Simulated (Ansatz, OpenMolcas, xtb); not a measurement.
**BHCl2 (SMILES [H]B(Cl)Cl): the vertical energy of the triplet above the singlet, rung by rung**

BHCl2 has 4 atoms, charge 0, and is taken as a singlet. SMILES: `[H]B(Cl)Cl`. The coordinates come from a GFN2-xTB relaxation.

Each level gives the vertical energy of the triplet above the singlet (eV). The values are calculated.

| level | kind | program | value (eV) | less FCI/STO-3G | CPU time (all runs) |
| --- | --- | --- | --- | --- | --- |
| GFN2-xTB | semi-empirical | xtb | 4.86 | -2.03 | under 2 s |
| SVWN5/STO-3G | LDA | OpenMolcas | 5.87 | -1.02 | 8.8 s |
| revPBE/STO-3G | GGA | Ansatz | 5.85 | -1.04 | 6.9 s |
| r2SCAN0/STO-3G | hybrid meta-GGA | Ansatz | 6.10 | -0.79 | 14 s |
| HSE06/STO-3G | range-separated hybrid | Ansatz | 6.11 | -0.78 | 8.2 s |
| RPA@PBE/STO-3G | RPA | Ansatz | 6.05 | -0.84 | 11 s |
| CASSCF(2,2)/STO-3G | multireference | OpenMolcas | 7.09 | +0.20 | 4 s |
| BCCD(T)/STO-3G | coupled cluster or CI | Ansatz | 6.90 | +0.01 | 1.8 s |
| FCI/STO-3G, open shells restricted | exact in the basis | OpenMolcas | 6.89 | 0.00 | 3 min |
| FCI/STO-3G | exact in the basis | Ansatz | 6.89 | 0.00 | 8.3 s |

FCI/STO-3G, open shells restricted is exact within its basis and frozen core, so for wave-function methods in that basis the difference is their error; functionals converge differently with the basis, so for them it is only a difference. The values span 4.86 to 7.09 eV. The xTB rows lack spin polarisation, so open shells miss the exchange term that lowers them. A triplet this far above the singlet is often a Rydberg-like or dissociative state; sets without diffuse functions put Rydberg states too high. All rows use very small basis sets, so even the best lies far from the true value. Times are those of the runs behind each value, whatever else they computed, on shared processors of several kinds: orders of magnitude only.
